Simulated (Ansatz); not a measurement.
# AlPNH (quintet): the correlation ladder, cc-pVDZ

Aim: climb from Hartree-Fock through coupled cluster for AlPNH (quintet) at one geometry and basis, and see what each rung misses.

The runs use Ansatz 0.2.0, Gaussian basis; cc-pVDZ, core rule «outside noble gas», up to 11 orbitals frozen.

The runs, in order: UHF; CCSD(T) on ROHF; CCSD(T) on UHF; BCCD(T) on ROHF; CISD as a restricted active space (open shells left free, so some higher excitations enter); CCSDT(Q) on ROHF; CCSDT(Q) on UHF.

28 further runs of the same task are left out: 6 for a known fault of the program, 8 that didn't finish, 14 set aside as unsound or not needed. Runs told in other sessions of the task aren't counted.

### 1 The geometry

The geometry is a PBE0/def2-TZVP stationary point (not a proven minimum) of the parent state, kept for this charge and spin.

4 atoms, charge 0, spin multiplicity 5.

Atoms are counted from 1 here; the program's logs count them from 0.

Bond lengths: Al1–P2 2.302 Å, Al1–N3 1.754 Å, Al1–H4 1.565 Å, P2–N3 1.661 Å. Angles: P2–Al1–N3 45.9°, P2–Al1–H4 164.6°, N3–Al1–H4 149.4°, Al1–P2–N3 49.3°, Al1–N3–P2 84.7°.

### 2 UHF

in.yaml

```yaml
crystal:
  periodic: [false, false, false]
  atoms:
    - {symbol: Al, position_ang: [0.000000, 0.178691, 1.200401]}
    - {symbol: P, position_ang: [0.000000, 0.289240, -1.098974]}
    - {symbol: N, position_ang: [0.000000, -1.021284, -0.078453]}
    - {symbol: H, position_ang: [0.000000, 0.520480, 2.727908]}
basis:
  gaussian: {orbitals: cc-pVDZ}
magnetization: {spin_polarized: true, initial_magnetization: 4}
hamiltonian: {xc: hf}
output: {orbitals: {seedname: orbitals}}
```

Run with:

```
ansatz run in.yaml --threads 1 --pin off --events-out ev --progress --plain --max-ram 2393MiB
```

After this run come: CCSD(T) on ROHF; CCSD(T) on UHF; BCCD(T) on ROHF; CISD as a restricted active space (open shells left free, so some higher excitations enter); CCSDT(Q) on ROHF; CCSDT(Q) on UHF.

Q: Predict the results of all the runs planned. Wanted: UCCSDT(Q) from the RHF energy; RMP2 from UCCSDT(Q); UMP2 from UCCSDT(Q); RCCSD from UCCSDT(Q); RCCSD(T) from UCCSDT(Q); UCCSD(T) from UCCSDT(Q); RCCSDT(Q) from UCCSDT(Q); T1 diagnostic.

The runs gave:

| quantity | value |
| --- | --- |
| UCCSDT(Q) from the ROHF energy | -8.7308 eV |
| RMP2 from UCCSDT(Q) | +1462.3 meV |
| UMP2 from UCCSDT(Q) | +1415.2 meV |
| RCCSD from UCCSDT(Q) | +442.3 meV |
| RCCSD(T) from UCCSDT(Q) | +87.9 meV |
| UCCSD(T) from UCCSDT(Q) | +83.6 meV |
| RCCSDT(Q) from UCCSDT(Q) | +2.5 meV |
| levels within 1 kcal/mol (43 meV) | RCCSDT, UCCSDT, RCCSDT(Q) |
| T1 diagnostic | 0.072 |

**Reading.** RCCSD(T) misses by +87.9 meV, 1.0 % of the correlation energy. Coupled cluster took another determinant than the lowest Hartree-Fock one. These misses are within one basis, not against nature; the frozen cores of restricted and unrestricted runs differ, which can shift their rows.

With open shells the CI space here admits some higher excitations, so it is larger than plain CISD.
